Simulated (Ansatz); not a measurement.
**PbO (Pbcm, No. 57)**

The numbers are results of PBE0+SOC in Ansatz (plane waves, PAW), not measurements.

Settings: plane-wave cutoff 460 eV, 4×4×4 k mesh, Fermi–Dirac smearing 0.01 eV, PAW data made under PBE.

Cell (measured lattice):

PbO is modelled in the orthorhombic space group Pbcm (No. 57), Pearson symbol oP8. Lattice parameters: a = 5.8910 Å, b = 5.4890 Å, c = 4.7750 Å, α = 90.00°, β = 90.00°, γ = 90.00°. Pb on 4d is surrounded by 2 O at 2.214–2.223 Å and 2 O at 2.487 Å. O on 4d is surrounded by 2 Pb at 2.214–2.223 Å and 2 Pb at 2.487 Å. (Neighbours: up to the widest gap in distance over summed covalent radii, below 1.35, at either atom; cation-cation and far metal-metal contacts left out.)

| Quantity | Value |
|---|---|
| band gap | 3.49 eV (indirect) |
| smallest direct gap on the k points sampled | 3.97 eV |
| direct gap at Γ | 4.61 eV |

Note: cell and atoms aren't relaxed at this level (largest force component 0.20 eV/Å, pressure 1.0 GPa).

Computed values are for the static lattice.

Cost on a shared machine: roughly 50 core-minutes.

Ansatz is a quantum-chemistry and plane-wave program.
